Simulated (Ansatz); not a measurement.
Ansatz (a first-principles code) input (revPBE/def2-TZVPD):

Ansatz 0.2 input:
```yaml
crystal:
  periodic: [false, false, false]
  atoms:
    - {symbol: O, position_ang: [0.06462128, 0.00157913, 0.02700513]}
    - {symbol: H, position_ang: [0.00178962, 0.80279151, -0.53584283]}
    - {symbol: H, position_ang: [0.01908461, -0.83637053, -0.48137831]}
    - {symbol: H, position_ang: [-0.53784446, 0.02094599, 0.80118010]}
basis:
  gaussian:
    orbitals: def2-TZVPD
hamiltonian:
  xc: {name: revPBE}
total_charge: 1
output: {forces: true}
```

End of the output:

```
integrals: 0.01 GiB planned
337 factors; their error is unknown
mean field: 0.10 GiB planned
mean field evaluation 1: about -2069.8271 eV, gradient 1.1e2 eV
mean field evaluation 2: about -2031.4600 eV, gradient 1.7e2 eV
mean field evaluation 4: about -2087.5085 eV, gradient 1.2e0 eV
mean field evaluation 8: about -2087.5012 eV, gradient 2.3e-2 eV
mean field -2087.50122185 eV, -76.7142549440 hartree, gradient 5.0e-5 eV, S^2 0.000000; 0 other end points of the search recorded, 0 dependent functions left out
the calculation of the forces begins
reference -2087.50125177 eV, -76.7142560436 hartree; 5, 5 occupied and 62, 62 virtual orbitals, 337 factors
Total energy: -2087.50125177 eV, -76.7142560436 hartree
Atom 0 at     0.064621     0.001579     0.027005 Å, force     0.421737     0.010306     0.176243 eV/Å
Atom 1 at     0.001790     0.802792    -0.535843 Å, force    -0.090509     0.228635    -0.192131 eV/Å
Atom 2 at     0.019085    -0.836371    -0.481378 Å, force    -0.085537    -0.242737    -0.176465 eV/Å
Atom 3 at    -0.537844     0.020946     0.801180 Å, force    -0.245690     0.003796     0.192353 eV/Å
Dipole moment:    -0.249373    -0.006093    -0.104213 e Å
```
